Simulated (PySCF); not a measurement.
# Dipole moment and polarisability of `C/C=C/OCC`

Species: C5H10O.
Numbering: `[CH3:1]/[CH:2]=[CH:3]/[O:4][CH2:5][CH3:6]` (hydrogens: H7, H8, H9 on C1; H10 on C2; H11 on C3; H12, H13 on C5; H14, H15, H16 on C6)

Structure used (PBE0-D3(BJ)/def2-SVP), in Å, numbered top down from 1:
```
atom  x, y, z in Å
C1     3.189   -0.471   -0.403
C2     1.704   -0.423   -0.244
C3     0.931    0.440   -0.920
O4    -0.404    0.583   -0.869
C5    -1.127   -0.263   -0.009
C6    -2.592    0.077   -0.124
H7     3.530   -1.460   -0.753
H8     3.708   -0.279    0.552
H9     3.542    0.278   -1.128
H10    1.252   -1.130    0.458
H11    1.365    1.156   -1.626
H12   -0.769   -0.133    1.031
H13   -0.941   -1.320   -0.283
H14   -3.189   -0.568    0.537
H15   -2.942   -0.065   -1.157
H16   -2.770    1.125    0.157
```

Level: wB97X-D/def2-SVPD (PySCF), static field, nuclei fixed, core orbitals frozen in the response. The polarisability tensor in these axes (au):

```
x   88.47 -5.86  0.70
y   -5.86 60.42 -4.81
z    0.70 -4.81 58.49
```

Diagonalise the tensor; give its mean and Δα, where Δα² is half the sum of the squared differences of the eigenvalues.

Principal values 54.24, 63.42 and 89.73 au; mean 69.13 au = 10.24 Å³ = 11.40 × 10⁻⁴⁰ C²·m²/J; Δα = 31.91 au (46 % of the mean).

What is the dipole moment, and where does it point?

(-0.26, -0.72, 0.68) D, 1.03 D in size, pointing from the negative to the positive side. Measured along this direction, the outermost atoms are H11 at the negative end and H14 at the positive end.

In a dilute gas of rigid molecules at 298 K, how does the orientational term μ²/3kT compare with the electronic polarisability?

In Gaussian units μ²/3kT = 8.54 Å³ against 10.24 Å³, a ratio of 0.83; the Debye molar polarisation (4π/3)N_A(α + μ²/3kT) is 47.4 cm³/mol, leaving out the vibrational part.

Rayleigh depolarisation ratio (linearly polarised light, static tensor)?

ρ = 3Δα²/(45ᾱ² + 4Δα²) = 3054.2/(215042 + 4072.3) = 0.0139.

Find the Langevin capture rate constant for NO+ (29.998 u) meeting this molecule (86.073 u), k = 2.342 × 10⁻⁹ cm³/s × √(α in Å³ / reduced mass in u).

The reduced mass is 22.25 u, so k = 1.59 × 10⁻⁹ cm³/s. The formula leaves out the permanent dipole, which adds to the capture rate.

Geometry: PBE0-D3(BJ)/def2-SVP, one conformer, isolated molecule.

These values come from a run that also computed excited states. Time: 30 s. Hardware: one thread, x86-64 server, on a shared host.
